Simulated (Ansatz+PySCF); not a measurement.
Results of a calculation; reference values are marked as such.
**Several solutions for doublet CO(-)**

```tsv
atom	x (Å)	y (Å)	z (Å)
C	0.0000	0.0000	-0.6446
O	0.0000	0.0000	0.4835
```

Basis set: aug-cc-pVDZ (spherical functions). Charge -1, multiplicity 2.

CASSCF(3,3) was run from several starts with Ansatz (development build ahead of 0.2.0) and PySCF 2.14.0. The starts are those of the Hartree–Fock orbitals from which the active space was taken at the frontier.

```json
{"run": "A", "program": "PySCF", "start": "program defaults", "converged": "yes", "energy (hartree)": "-112.68876", "<S²>": "0.75"}
{"run": "B", "program": "Ansatz", "start": "atomic start, no search", "converged": "yes", "energy (hartree)": "-112.68876", "<S²>": "0.75"}
{"run": "C", "program": "Ansatz", "start": "search for the lowest state", "converged": "yes", "energy (hartree)": "-112.70236", "<S²>": "0.75"}
{"run": "D", "program": "Ansatz", "start": "stability test followed", "converged": "yes", "energy (hartree)": "-112.70236", "<S²>": "0.75"}
```

Question: Which runs reached the lowest solution of this kind, and what is wrong with the others?

Answer: C, D reached the lowest solution found. Converged but too high: A by 0.37 eV, B by 0.37 eV. Convergence only shows a stationary point; in CASSCF the end hangs on which orbitals enter the active space. Caution: other starts end on other solutions of this active space.
